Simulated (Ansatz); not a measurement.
# NHO (singlet): from Hartree-Fock to the top rungs, cc-pVDZ

One table from this session's results is given with a row withheld; the runs are named, their logs left out.

Computed with Ansatz 0.2.0, Gaussian basis. Level: cc-pVDZ, core rule «outside noble gas», up to 2 orbitals frozen.

To be run: UHF; CCSD(T) on RHF; CCSD(T) on UHF; BCCD(T) on RHF; CISD; CCSDT(Q) on RHF; CCSDT(Q) on UHF; CCSDTQ on RHF; CCSDTQ on UHF; CASSCF and MRCISD+Q, 12 electrons in 9 orbitals; CASSCF and NEVPT2, 12 electrons in 9 orbitals.

4 further runs of the same task are left out: 4 set aside as unsound or not needed. Runs told in other sessions of the task aren't counted.

## The geometry

The geometry is a PBE0/def2-TZVP stationary point (not a proven minimum).

3 atoms, charge 0, spin multiplicity 1.

Atoms are counted from 1 here; the program's logs count them from 0.

Bond lengths: N1–O2 1.241 Å, O2–H3 1.000 Å. Angles: N1–O2–H3 112.3°.

The first run:

Input file in.yaml:

```yaml
crystal:
  periodic: [false, false, false]
  atoms:
    - {symbol: N, position_ang: [0.000000, 0.066533, 0.690604]}
    - {symbol: O, position_ang: [0.000000, -0.105972, -0.538841]}
    - {symbol: H, position_ang: [0.000000, 0.757574, -1.043675]}
basis:
  gaussian: {orbitals: cc-pVDZ}
magnetization: {spin_polarized: true, initial_magnetization: 0}
hamiltonian: {xc: hf}
output: {orbitals: {seedname: orbitals}}
```

Started as:

```bash
ansatz run in.yaml --threads 1 --pin off --events-out ev --progress --plain --max-ram 2816MiB --backend cpu
```

Steps of the session up to this table: UHF; CCSD(T) on RHF; CCSD(T) on UHF; BCCD(T) on RHF; CISD; CCSDT(Q) on RHF; CCSDT(Q) on UHF; CCSDTQ on RHF; CCSDTQ on UHF; CASSCF and MRCISD+Q, 12 electrons in 9 orbitals; CASSCF and NEVPT2, 12 electrons in 9 orbitals.

One of the session's tables, all rows but one given; the rest of the session is left out.

It belongs to the step «Misses and costs». 

```
          method  from RCCSDTQ (meV)
             RHF             +9735.5
            RMP2              +914.7
            CISD             +1053.0
           RCCSD              +350.7
        RCCSD(T)               +57.5
         BCCD(T)               +57.2
          RCCSDT               +31.2
       RCCSDT(Q)                -3.5
         RCCSDTQ                   0
  CASSCF valence             +6551.8
  NEVPT2 valence             +1215.2
  MRCISD valence                   ?
MRCISD+Q valence               +91.9
```

Estimate the missing values for MRCISD valence.

The run gave: from RCCSDTQ (meV): +451.5. In the column «from RCCSDTQ (meV)» it lies between RCCSD (+350.7) and RMP2 (+914.7).

Limits of these values: Left out of the table: UHF, UMP2, UCCSD, UCCSD(T), UCCSDT, UCCSDT(Q), UCCSDTQ (another determinant or state than the rows shown).
